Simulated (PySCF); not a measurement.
SMILES C(/N)=C/C#C (PBE/def2-SVP optimised geometry):

```
10

C      1.684    -0.133     0.000
C      0.453    -0.133     0.000
C     -0.963    -0.093     0.025
C     -1.662     0.833     0.759
N     -1.112     1.773     1.586
H      2.764    -0.157    -0.013
H     -1.531    -0.833    -0.560
H     -2.764     0.822     0.734
H     -0.100     1.913     1.538
H     -1.666     2.579     1.864
```

Level of theory: PBE/def2-TZVP (PySCF 2.14.0).

Q: What are the frontier orbital energies and the dipole moment?

A: HOMO-2 -7.09 eV, HOMO-1 -6.41 eV, HOMO -4.75 eV, LUMO -1.11 eV, LUMO+1 -0.13 eV; dipole moment 2.61 D.

Meta-Löwdin charges at PBE/def2-TZVP: C1 -0.26, C2 -0.03, C3 -0.24, C4 0.00, N5 -0.39, H6 0.17, H7 0.14, H8 0.13, H9 0.25, H10 0.25.
